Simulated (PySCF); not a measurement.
Job file and geometry (Å, from GFN2-xTB) of an NMR shielding run on SMILES [S-]P(=S)([S-])[S-], [PS₄]3-, PySCF 2.14.0, density-fitted response routines, GIAO PBE0/pcSseg-1 NMR shielding, non-relativistic, gas phase; density fitting, a coarse starting grid and PySCF grid level 2 are the driver's defaults:

```
$ OMP_NUM_THREADS=1 python probes_run.py task.json out

{"job": {"kind": "nmr", "xc": "PBE0", "basis": "pcSseg-1"}, "charge": -3, "multiplicity": 1}
S      0.059379    -0.315215     2.024936
P      0.001556     0.000995    -0.003381
S     -0.194818     2.010440    -0.378494
S      1.740060    -0.687629    -0.852869
S     -1.597555    -1.005739    -0.807378
```

Task: What does the program print?

Result: 
```
coarse grid: 8120 points
cycle   1  E = -1933.0119507526  dE =  8.433e-01  |g| = 6.423e-01  |ddm| = 2.827e+00
cycle   2  E = -1933.0779091667  dE = -6.596e-02  |g| = 5.779e-01  |ddm| = 1.942e+00
cycle   3  E = -1933.1535197313  dE = -7.561e-02  |g| = 7.231e-02  |ddm| = 7.127e-01
cycle   4  E = -1933.1539301489  dE = -4.104e-04  |g| = 6.205e-02  |ddm| = 1.719e-01
cycle   5  E = -1933.1550276401  dE = -1.097e-03  |g| = 3.577e-03  |ddm| = 8.470e-02
cycle   6  E = -1933.1550313577  dE = -3.718e-06  |g| = 1.379e-04  |ddm| = 4.267e-03
final grid: 58912 points
cycle   7  E = -1933.1924655669  dE = -1.737e-05  |g| = 4.705e-03  |ddm| = 2.425e-02
cycle   8  E = -1933.1924675468  dE = -1.980e-06  |g| = 3.760e-03  |ddm| = 1.051e-02
cycle   9  E = -1933.1924701880  dE = -2.641e-06  |g| = 3.542e-04  |ddm| = 4.432e-03
cycle  10  E = -1933.1924702159  dE = -2.789e-08  |g| = 1.467e-04  |ddm| = 6.142e-04
cycle  11  E = -1933.1924702221  dE = -6.152e-09  |g| = 1.622e-05  |ddm| = 2.162e-04
cycle  12  E = -1933.1924702222  dE = -6.366e-11  |g| = 2.568e-06  |ddm| = 2.439e-05
converged SCF energy = -1933.1924702222

GIAO shielding tensors (ppm)
atom      isotropic    diamagn.    paramagn.     s11        s22        s33       span
  0 S      355.803    1058.305    -702.502    151.255    151.445    764.709    613.454
  1 P      166.234     956.053    -789.819    166.151    166.206    166.344      0.193
  2 S      356.138    1058.301    -702.163    151.791    151.875    764.747    612.956
  3 S      355.464    1058.301    -702.837    150.724    150.882    764.785    614.061
  4 S      355.807    1058.303    -702.496    151.355    151.428    764.638    613.283
```

Task: Turn these shieldings into chemical shifts. Shifts are taken against calculated references (same method and geometry level): CS2 for $^{33}$S (503.73 ppm); $^{31}$P (318.38 ppm) against H3PO4.

Result: Averaging equivalent atoms: S 0/2/3/4: 148; P 1: 152.1 ppm. Experimental scales use liquid or dissolved standards, which lie at an offset from isolated H3PO4.

Size and cost of the density-fitted run: 120 basis functions, 8.5 s wall time on 1 thread of an Arm Neoverse V2, shared host.
